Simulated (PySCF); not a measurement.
Electrostatic solvation of a mixed set.

Computed with PySCF at PBE0/pcSseg-1, non-relativistic, each on one gas-phase PBE0-D3(BJ)/def2-SVP geometry that isn't relaxed in the solvent. The solvent is an IEF-PCM continuum (van der Waals radii × 1.2). Specific hydrogen bonds and non-electrostatic terms are outside this model.

Question: Order them by E(solvent) − E(gas) in dichloromethane (ε = 8.93), most negative first (kcal/mol).
A. `C#N`
B. `[NH2:1][Si@@H:2]([CH2:3][SiH3:4])[N:5]1[CH2:6][CH2:7][CH2:8][CH2:9]1` with H–N1–Si2–C3 -62° and 94°, N1–Si2–C3–Si4 -33°, N1–Si2–N5–C6 50°, Si2–N5–C6–C7 116°, N5–C6–C7–C8 24°, C6–C7–C8–C9 -1°, C7–C8–C9–N5 -23°
C. `[CH3:1][C@@H:2]1[CH2:3][SiH2:4][NH:5][Si@@H:6]1[N:7]([CH3:8])[CH3:9]` with N5–Si6–N7–C8 148°, C1–C2–C3–Si4 -164°, C2–C3–Si4–N5 31°, C3–Si4–N5–Si6 -12°, Si4–N5–Si6–N7 117°
D. `[CH3:1][Si@:2]([NH2:3])([SiH3:4])[N:5]1[CH2:6][CH2:7][CH2:8][CH2:9]1` with C1–Si2–N3–H -153° and 62°, C1–Si2–N5–C6 -167°, Si2–N5–C6–C7 170°, N5–C6–C7–C8 37°, C6–C7–C8–C9 -39°, C7–C8–C9–N5 26°
E. `[CH3:1][N:2]([CH3:3])[Si@@H:4]1[CH2:5][CH2:6][CH2:7][Si@H:8]1[NH2:9]` with C1–N2–Si4–C5 153°, C7–Si8–N9–H -71° and 148°, N2–Si4–C5–C6 -140°, Si4–C5–C6–C7 51°, C5–C6–C7–Si8 -56°, C6–C7–Si8–N9 -79°

Answer: A (-5.0), E (-3.5), D (-3.2), B (-2.9), C (-2.0).

| SMILES | charge | ΔE (kcal/mol) | polarisation term (kcal/mol) | HOMO shift (eV) | dipole gas (D) | dipole solvent (D) | atoms |
| --- | --- | --- | --- | --- | --- | --- | --- |
| C#N | 0 | -5.0 | -6.1 | -0.03 | 3.05 | 3.71 | 3 |
| CN(C)[Si@@H]1CCC[Si@H]1N | 0 | -3.5 | -3.7 | +0.01 | 0.69 | 0.83 | 25 |
| C[Si@](N)([SiH3])N1CCCC1 | 0 | -3.2 | -3.5 | +0.08 | 2.17 | 2.60 | 25 |
| N[Si@@H](C[SiH3])N1CCCC1 | 0 | -2.9 | -3.1 | +0.05 | 1.03 | 1.20 | 25 |
| C[C@@H]1C[SiH2]N[Si@@H]1N(C)C | 0 | -2.0 | -2.1 | +0.09 | 0.87 | 1.10 | 25 |

The polarisation term is half the interaction of the solute with the induced surface charges.
